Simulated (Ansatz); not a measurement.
hydrogen peroxide (SMILES OO) moved off its minimum; all values from Ansatz (a first-principles code), cores frozen in correlated methods.
(charge 0, multiplicity 1)
```xyz
4

O     -0.7303    -0.0172     0.2044
O      0.6425    -0.0948    -0.3103
H     -1.1744     0.3286    -0.3740
H      1.3322     0.4519     0.2504
```

| level | largest force (eV/Å) | on atom | rms difference from CCSD(T)/aug-cc-pVTZ (eV/Å) | dipole (D) |
|---|---|---|---|---|
| HF/def2-TZVPP | 15.36 | O1 | 1.048 | 1.76 |
| PBE/def2-TZVPP | 16.01 | O1 | 0.235 | 1.61 |
| r2SCAN/def2-TZVPP | 15.67 | O1 | 0.092 | 1.64 |
| B3LYP/def2-TZVPP | 15.60 | O1 | 0.141 | 1.66 |
| wB97M-V/def2-TZVPP | 15.73 | O1 | 0.310 | 1.67 |
| MP2/aug-cc-pVTZ | 15.89 | O1 | 0.134 | 1.60 |
| CCSD(T)/aug-cc-pVTZ | 15.68 | O1 | 0.000 | 1.57 |

The differences count from one level among others, with limits of its own. Forces at CCSD(T)/aug-cc-pVTZ (eV/Å):

```json
[
 {"atom": "O1", "Fx": "8.570", "Fy": "-6.106", "Fz": "11.626"},
 {"atom": "O2", "Fx": "1.319", "Fy": "0.774", "Fz": "0.016"},
 {"atom": "H3", "Fx": "-6.986", "Fy": "6.359", "Fz": "-10.859"},
 {"atom": "H4", "Fx": "-2.903", "Fy": "-1.027", "Fz": "-0.783"}
]
```
